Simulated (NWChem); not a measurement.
System: H anion

The following NWChem deck was run.

```
start job
memory heap 200 mb stack 700 mb global 900 mb
charge -1
geometry units angstroms noautoz
  H      0.000000     0.000000     0.000000
end
basis spherical
  H library aug-cc-pvtz
end
dft
  xc xpbe96 cpbe96
  iterations 150
  mulliken
end
task dft energy
```

Output (shortened):

```
             Northwest Computational Chemistry Package (NWChem) 7.3.0
             --------------------------------------------------------

                             Geometry "geometry" -> ""
                             -------------------------

 Output coordinates in angstroms (scale by  1.889725989 to convert to a.u.)

  No.       Tag          Charge          X              Y              Z
 ---- ---------------- ---------- -------------- -------------- --------------
    1 H                    1.0000     0.00000000     0.00000000     0.00000000

 Effective nuclear repulsion energy (a.u.)       0.0000000000

  pbe96 is a nonlocal functional; adding pw91lda local functional.

                                 NWChem DFT Module
                                 -----------------

 Summary of "ao basis" -> "ao basis" (spherical)
 ------------------------------------------------------------------------------
       Tag                 Description            Shells   Functions and Types
 ---------------- ------------------------------  ------  ---------------------
 H                        aug-cc-pvtz                9       23   4s3p2d

            General Information
            -------------------
          SCF calculation type: DFT
          Wavefunction type:  closed shell.
          No. of atoms     :     1
          No. of electrons :     2
           Alpha electrons :     1
            Beta electrons :     1
          Charge           :    -1
          Spin multiplicity:     1
          Use of symmetry is: off; symmetry adaption is: off
          Maximum number of iterations: 150
          AO basis - number of functions:    23
                     number of shells:     9
          Convergence on energy requested:  1.00D-06
          Convergence on density requested:  1.00D-05
          Convergence on gradient requested:  5.00D-04

              XC Information
              --------------
          PerdewBurkeErnzerhof Exchange Functional  1.000
            Perdew 1991 LDA Correlation Functional  1.000 local
           PerdewBurkeErnz. Correlation Functional  1.000 non-local

             Grid Information
             ----------------
          Grid used for XC integration:  medium
          Radial quadrature: Mura-Knowles
          Angular quadrature: Lebedev.
          Tag              B.-S. Rad. Rad. Pts. Rad. Cut. Ang. Pts.
          ---              ---------- --------- --------- ---------
          H                   0.35       45          10.0       434
          Grid pruning is: on
          Number of quadrature shells:    45
          Spatial weights used:  Erf1

      Superposition of Atomic Density Guess
      -------------------------------------

 Sum of atomic energies:          -0.49982163

 Renormalizing density from       1.00 to      2

      Non-variational initial energy
      ------------------------------

 Total energy =      -0.375059
 1-e energy   =      -0.999642
 2-e energy   =       0.624583
 HOMO         =       0.077963
 LUMO         =       0.246253

     ---------------------------------------------
      Total Density - Mulliken Population Analysis
     ---------------------------------------------

    Atom       Charge   Shell Charges
 -----------   ------   -------------------------------------------------------
    1 H    1     2.00   0.18  0.52  0.82  0.49  0.00  0.00  0.00  0.00  0.00

   convergence    iter        energy       DeltaE   RMS-Dens  Diis-err
 ---------------- ----- ----------------- --------- --------- ---------
 d= 0,ls=0.0,diis     1     -0.5216040505 -5.22D-01  2.54D-02  9.63D-03
 d= 0,ls=0.0,diis     2     -0.5177451253  3.86D-03  1.55D-02  1.56D-02
 d= 0,ls=0.0,diis     3     -0.5252700700 -7.52D-03  2.42D-03  6.58D-04
 d= 0,ls=0.0,diis     4     -0.5255926157 -3.23D-04  1.76D-05  1.57D-07
 d= 0,ls=0.0,diis     5     -0.5255926524 -3.67D-08  1.15D-05  1.89D-08
 d= 0,ls=0.0,diis     6     -0.5255926608 -8.41D-09  3.51D-08  5.10D-14

         Total DFT energy =       -0.525592660779
      One electron energy =       -0.873249870058
           Coulomb energy =        0.775031097349
    Exchange-Corr. energy =       -0.427373888070
 Nuclear repulsion energy =        0.000000000000

 Numeric. integr. density =        1.999999974774

                       DFT Final Molecular Orbital Analysis
                       ------------------------------------

 Vector    1  Occ=2.000000D+00  E= 6.416951D-02
              MO Center=  2.4D-14, -3.4D-14, -3.4D-14, r^2= 2.9D+00
   Bfn.  Coefficient  Atom+Function         Bfn.  Coefficient  Atom+Function
  ----- ------------  ---------------      ----- ------------  ---------------
     4      0.444186  1 H  s                  3      0.324457  1 H  s
     2      0.292647  1 H  s                  1      0.168856  1 H  s

 Vector    2  Occ=0.000000D+00  E= 1.687707D-01
              MO Center= -5.3D-15,  7.1D-15,  7.1D-15, r^2= 1.1D+01
   Bfn.  Coefficient  Atom+Function         Bfn.  Coefficient  Atom+Function
  ----- ------------  ---------------      ----- ------------  ---------------
     4      1.333384  1 H  s                  3     -1.030011  1 H  s
     1     -0.139490  1 H  s                  2     -0.043959  1 H  s

 Vector    3  Occ=0.000000D+00  E= 3.246194D-01
              MO Center= -2.6D-14,  7.5D-15,  1.1D-14, r^2= 3.7D+00
   Bfn.  Coefficient  Atom+Function         Bfn.  Coefficient  Atom+Function
  ----- ------------  ---------------      ----- ------------  ---------------
    11      0.897332  1 H  px                13     -0.448109  1 H  pz
    12     -0.342223  1 H  py                 8     -0.097789  1 H  px
    10      0.048834  1 H  pz                 9      0.037295  1 H  py
     5      0.028156  1 H  px

 Vector    4  Occ=0.000000D+00  E= 3.246194D-01
              MO Center=  2.6D-15, -1.1D-15, -5.3D-15, r^2= 3.7D+00
   Bfn.  Coefficient  Atom+Function         Bfn.  Coefficient  Atom+Function
  ----- ------------  ---------------      ----- ------------  ---------------
    12      0.787704  1 H  py                13     -0.707017  1 H  pz
     9     -0.085842  1 H  py                10      0.077049  1 H  pz
    11     -0.052656  1 H  px

     ---------------------------------------------
      Total Density - Mulliken Population Analysis
     ---------------------------------------------

    Atom       Charge   Shell Charges
 -----------   ------   -------------------------------------------------------
    1 H    1     2.00   0.19  0.49  0.61  0.72  0.00 -0.00  0.00  0.00  0.00

     -------------------------------------------
      Total Density - Lowdin Population Analysis
     -------------------------------------------

    Atom       Charge   Shell Charges
 -----------   ------   -------------------------------------------------------
    1 H    1     2.00   0.20  0.48  0.67  0.65  0.00  0.00  0.00  0.00  0.00
```

Level: PBE/aug-cc-pVTZ. The highest occupied level is positive, so the extra electron may be held by the finite basis.
